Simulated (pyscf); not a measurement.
water (H₂O) + HO–SiH(F)–F -> HO–Si(OH)(F)–F + hydrogen (H₂), a four-centre exchange (singlet surface; H–O, H–Si broken, O–Si, H–H formed). Structures and frequencies: ωB97X-D3(BJ)/def2-SVP in PySCF. Energies in kJ/mol from the separated reactants.

Small-basis levels: PySCF, no dispersion term, spherical d functions. AM1 to PM7: differences of heats of formation from MOPAC, which are fitted to 298 K values and so differ in kind from electronic energies by zero-point and thermal terms. Cost: rough CPU time at the saddle relative to B3LYP/6-31G*, from one job on a shared machine.

```
level                   barrier  reaction energy        cost
----------------------  -------  ---------------  ----------
HF/STO-3G                 262.6            -55.3        0.04
HF/6-31G*                 215.8            -90.5        0.10
SVWN5/6-31G*                  ?           -111.2         0.9
B3LYP/STO-3G              119.2            -85.1         0.5
B3LYP/3-21G                59.6           -133.3         0.7
B3LYP/LANL2DZ             143.6            -60.2         0.7
B3LYP/6-31G*              130.3           -102.2           1
M06-2X/6-31G*             119.3           -112.9           3
B3LYP/6-311+G**               ?            -66.3           2
AM1                       188.4            -77.2  under 0.02
PM6                        78.0           -160.4  under 0.02
PM7                       132.2           -163.7  under 0.02
ωB97M-D3(BJ)/def2-TZVP        ?            -95.0           –
```

### Question
Some entries are withheld; supply them.

### Answer

- SVWN5/6-31G*, barrier: 39.8
- B3LYP/6-311+G**, barrier: 148.6
- ωB97M-D3(BJ)/def2-TZVP, barrier: 123.7

Against the last row the barrier runs from -84.0 (SVWN5/6-31G*) to +138.9 kJ/mol (HF/STO-3G). ωB97M-D3(BJ)/def2-TZVP has limits of its own. On the reactant side the descent ends in a complex, 17.3 kJ/mol under the separated species and 142.8 kJ/mol under the saddle at ωB97X-D3(BJ)/def2-TZVP. This is the saddle that the search found; another between the same sides may lie lower.
